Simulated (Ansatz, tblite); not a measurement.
# AsH3: which spin state is lowest

Aim: set other spin states of AsH3 against its singlet, on many levels of theory.

The runs use Ansatz 0.2.0, Gaussian basis; level and basis change from run to run.

Levels to be run: triplet, at the geometry of the singlet (GFN1-xTB, GFN2-xTB, PBE0-D4/def2-TZVP, PBE-D4/def2-TZVP, r2SCAN-D4/def2-TZVP); the singlet's energies come from earlier runs.

## 1. The geometry

The geometry is that of the singlet, from an earlier relaxation (PBE-D4/def2-TZVP).

4 atoms, charge 0, spin multiplicity 1.

Bond lengths: As1–H2 1.536 Å, As1–H3 1.536 Å, As1–H4 1.536 Å. Angles: H2–As1–H3 91.1°, H2–As1–H4 91.1°, H3–As1–H4 91.1°.

## 2. Triplet at the fixed geometry, GFN1-xTB

Tight binding, by tblite at 300 K electronic temperature and without a spin-polarisation term:

```python
tblite.interface.Calculator('GFN1-xTB', numbers, positions, charge=0, uhf=2).singlepoint()
```

Energy -101.7911 eV; 0.002 s.

## 3. Triplet at the fixed geometry, GFN2-xTB

Tight binding, by tblite at 300 K electronic temperature and without a spin-polarisation term:

```python
tblite.interface.Calculator('GFN2-xTB', numbers, positions, charge=0, uhf=2).singlepoint()
```

Energy -99.2893 eV; 0.001 s.

## 4. Triplet at the fixed geometry, PBE0-D4/def2-TZVP

Input file in.yaml:

```yaml
crystal:
  periodic: [false, false, false]
  atoms:
    - {symbol: As, position_ang: [-0.005381, 0.005339, 0.651963]}
    - {symbol: H, position_ang: [1.267301, -0.030291, -0.206682]}
    - {symbol: H, position_ang: [-0.606184, 1.108496, -0.231422]}
    - {symbol: H, position_ang: [-0.655736, -1.083554, -0.213859]}
basis:
  gaussian: {orbitals: def2-TZVP}
magnetization: {spin_polarized: true, initial_magnetization: 2}
hamiltonian: {xc: pbe0, dispersion: d4}
scf: {omitted_lower_state_checks: [starts]}
output: {orbitals: {seedname: orbitals}}
```

Started as:

```
> ansatz run in.yaml --threads 2 --pin off --events-out ev --progress --plain --max-ram 4352MiB
```

Standard output:

```text
Functional definition: PBE0
  name "PBE0"
  cite "Adamo & Barone, J. Chem. Phys. 110, 6158 (1999) doi:10.1063/1.478522"
  cite "Perdew, Burke & Ernzerhof, Phys. Rev. Lett. 77, 3865 (1996) doi:10.1103/PhysRevLett.77.3865"
  parent pbe
  parameter a = 0.25
  parameter kappa = 0.804
  parameter beta = 0.06672455060314922
  exchange = (1 - a)*pbe_x(kappa = kappa, mu = beta*pi^2/3) + a*exact_x
  correlation = pbe_c(beta = beta)
these checks for a lower state are left out or cut short: starts
474 factors; integrals over basis functions are off by at most 8.2e-4 eV
mean field evaluation 1: about -60875.8145 eV, gradient 1.1e1 eV
mean field evaluation 2: about -60876.1195 eV, gradient 9.0e0 eV
mean field evaluation 4: about -60876.3956 eV, gradient 4.8e-1 eV
mean field evaluation 8: about -60876.4387 eV, gradient 5.5e-2 eV
mean field evaluation 16: about -60876.4388 eV, gradient 7.0e-4 eV
mean field evaluation 32: about -60876.4391 eV, gradient 5.0e-2 eV
mean field -60876.43920442 eV, -2237.1678772300 hartree, gradient 2.2e-6 eV, S^2 2.006191; 0 other end points of the search recorded, 0 dependent functions left out
reference -60876.43922850 eV, -2237.1678781150 hartree; 19, 17 occupied and 47, 49 virtual orbitals, 474 factors
Total energy: -60876.46632171 eV, -2237.1688737719 hartree
Checks for a lower state left out: starts
```

Run time: 3.4 s. Hardware: 2 threads of Intel Xeon 6975P-C, shared host.

Report: HOMO -2.29 eV, LUMO -5.51 eV (over both spins); ⟨S²⟩ 2.006 (pure: 2.00).

## 5. Triplet at the fixed geometry, PBE-D4/def2-TZVP

start.molden holds the orbitals of an earlier run on this state, so that the run starts from the solution found there.

in.yaml: that of step 4 with these lines changed.

```diff
@@ -8,5 +8,5 @@
 basis:
-  gaussian: {orbitals: def2-TZVP}
+  gaussian: {orbitals: def2-TZVP, initial_orbitals: start.molden}
 magnetization: {spin_polarized: true, initial_magnetization: 2}
-hamiltonian: {xc: pbe0, dispersion: d4}
+hamiltonian: {xc: pbe, dispersion: d4}
 scf: {omitted_lower_state_checks: [starts]}
```

The command is unchanged.

Standard output:

```text
Functional definition: PBE
  name "PBE"
  cite "Perdew, Burke & Ernzerhof, Phys. Rev. Lett. 77, 3865 (1996) doi:10.1103/PhysRevLett.77.3865"
  parent pbe
  parameter kappa = 0.804
  parameter beta = 0.06672455060314922
  exchange = pbe_x(kappa = kappa, mu = beta*pi^2/3)
  correlation = pbe_c(beta = beta)
these checks for a lower state are left out or cut short: starts
505 factors; their error is unknown
mean field evaluation 1: about -60874.5421 eV, gradient 5.6e0 eV
mean field evaluation 2: about -60874.5931 eV, gradient 7.0e-2 eV
mean field evaluation 4: about -60874.5713 eV, gradient 1.1e0 eV
mean field evaluation 8: about -60874.5911 eV, gradient 7.9e-3 eV
mean field evaluation 16: about -60874.5911 eV, gradient 8.3e-6 eV
mean field -60874.59113895 eV, -2237.0999620767 hartree, gradient 8.3e-6 eV, S^2 2.004390; 0 other end points of the search recorded, 0 dependent functions left out
reference -60874.59117107 eV, -2237.0999632569 hartree; 19, 17 occupied and 47, 49 virtual orbitals, 505 factors
Total energy: -60874.62440465 eV, -2237.1011845685 hartree
Checks for a lower state left out: starts
```

Run time: 0.8 s. Hardware: 2 threads of Intel Xeon 6975P-C, shared host.

Report: HOMO -1.39 eV, LUMO -6.64 eV (over both spins); ⟨S²⟩ 2.004 (pure: 2.00).

## 6. Triplet at the fixed geometry, r2SCAN-D4/def2-TZVP

in.yaml: that of step 5 with these lines changed.

```diff
@@ -10,3 +10,3 @@
 magnetization: {spin_polarized: true, initial_magnetization: 2}
-hamiltonian: {xc: pbe, dispersion: d4}
+hamiltonian: {xc: r2scan, dispersion: d4}
 scf: {omitted_lower_state_checks: [starts]}
```

Launched as before.

Standard output:

```text
Functional definition: r2SCAN
  name "r2SCAN"
  cite "Furness, Kaplan, Ning, Perdew & Sun, J. Phys. Chem. Lett. 11, 8208 (2020) doi:10.1021/acs.jpclett.0c02405"
  cite "Furness, Kaplan, Ning, Perdew & Sun, J. Phys. Chem. Lett. 11, 9248 (2020) doi:10.1021/acs.jpclett.0c03077"
  parent r2scan
  parameter k0 = 0.174
  parameter k1 = 0.065
  parameter a1 = 4.9479
  exchange = r2scan_x(k0 = k0, k1 = k1, a1 = a1)
  correlation = r2scan_c
these checks for a lower state are left out or cut short: starts
505 factors; their error is unknown
mean field evaluation 1: about -60883.6243 eV, gradient 4.2e0 eV
mean field evaluation 2: about -60883.6467 eV, gradient 4.3e-2 eV
mean field evaluation 4: about -60883.6250 eV, gradient 1.1e0 eV
mean field evaluation 8: about -60883.6508 eV, gradient 2.4e-2 eV
mean field -60883.65078589 eV, -2237.4328979606 hartree, gradient 8.9e-6 eV, S^2 2.008831; 0 other end points of the search recorded, 0 dependent functions left out
reference -60883.65079600 eV, -2237.4328983324 hartree; 19, 17 occupied and 47, 49 virtual orbitals, 505 factors
Total energy: -60883.65804524 eV, -2237.4331647368 hartree
Checks for a lower state left out: starts
```

It took 1.8 s on 2 threads of Intel Xeon 6975P-C, shared host.

From the report: HOMO -1.61 eV, LUMO -6.19 eV (over both spins); ⟨S²⟩ 2.009 (pure: 2.00).

## 7. Triplet less singlet, vertical

The singlet's energies are those of its earlier runs, whose logs aren't repeated here.

```
              level  triplet less singlet, vertical (kJ/mol)     time
           GFN1-xTB                                   +603.6  0.006 s
           GFN2-xTB                                   +603.6  0.002 s
   PBE-D4/def2-TZVP                                   +569.1    1.1 s
r2SCAN-D4/def2-TZVP                                   +566.8    2.2 s
  PBE0-D4/def2-TZVP                                   +569.1    3.9 s
```

Times add the two runs; a level without a time comes out of a correlated run.

## 8. Outcome

| quantity | value |
| --- | --- |
| triplet less singlet, vertical, functionals in def2-TZVP | +566.8 (r2SCAN-D4) to +569.1 kJ/mol (PBE0-D4) |

All functionals put the triplet above the singlet, over a spread of 2.4 kJ/mol. These are electronic energies, without zero-point motion, entropy or surroundings.
